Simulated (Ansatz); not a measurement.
# AlO⁺, triplet in 6-31G: errors against full CI

Geometry: a point of a stretch scan, not a stationary point.

```yaml
atoms:
  - { symbol: Al, position_ang: [0.0000, 0.0000, 0.0000] }
  - { symbol: O, position_ang: [0.0000, 0.0000, 2.7450] }
```

Basis 6-31G; Ansatz 0.2.0. Correlated methods freeze the noble-gas cores, which leaves 8 electrons in 16 orbitals. Prefix R: restricted or restricted open-shell reference; prefix U: unrestricted. Active spaces: valence = (8e, 8o) chosen from the atoms' valence shells; pair = (4e, 4o) about the gap.

Full CI is exact within this basis and frozen core; it isn't the basis-set limit. The frozen core follows each run's orbitals, which can shift R against U totals by a few meV.

For open shells CISD and CISDTQ are restricted-active-space CI with the open shells as a complete middle space.

```
UHF ⟨S²⟩                          : 2.010
T1 diagnostic (RCCSD)             : 0.0161
largest doubles amplitude (RCCSD) : 0.114
T1 diagnostic (UCCSD)             : 0.0097
```

```tsv
level	E − E(full CI) (meV)	share of correlation (%)	wall time
RHF	2743	0.00	–
UHF	2671	2.63	–
RMP2	711	74.07	–
UMP2	683	75.09	–
CISD	152	94.46	0.72 s
RCCSD	22	99.20	–
UCCSD	21	99.24	–
RCCSD(T)	5	99.83	1.1 s
UCCSD(T)	4	99.86	0.9 s
BCCD(T)	5	99.82	1.1 s
RCCSDT	1	99.97	–
UCCSDT	0	100.01	–
CISDTQ	3	99.88	2.6 s
RCCSDT(Q)	0	100.00	3 s
UCCSDT(Q)	-1	100.04	2.8 s
RCCSDTQ	0	100.00	21 s
UCCSDTQ	-1	100.04	21 s
CASSCF (pair space)	2345	14.49	–
NEVPT2 (pair space)	669	75.60	0.49 s
MRCISD (pair space)	119	95.67	–
MRCISD+Q (pair space)	-6	100.21	0.72 s
CASSCF (valence space)	1709	37.68	–
NEVPT2 (valence space)	478	82.56	2.3 s
MRCISD (valence space)	48	98.26	–
MRCISD+Q (valence space)	13	99.53	3 s
MRCISD+Q(relaxed) (valence space)	3	99.89	3.3 s
```

The correlation energy at full CI, counted from RHF, is -2.743 eV. That run took 5.5 s on 1 thread of Arm Neoverse V1, shared host over 827,648 determinants.

Times hold each run's SCF and search for its determinant on a shared host, so for small cases they say little of a method's own cost; they ran on 1 thread of Arm Neoverse V1.

More than 5 meV below full CI, which no variational method can be: MRCISD+Q (pair space).

The full-CI state has the irrep A2 of C2v, in the program's axes (one component, if the state is degenerate).

Natural occupations of full CI about the gap: 1.989 1.978 1.878 0.995 0.995 0.043 0.043 0.042 0.013 0.009; effectively unpaired electrons, Σ n²(2−n)², 2.08.
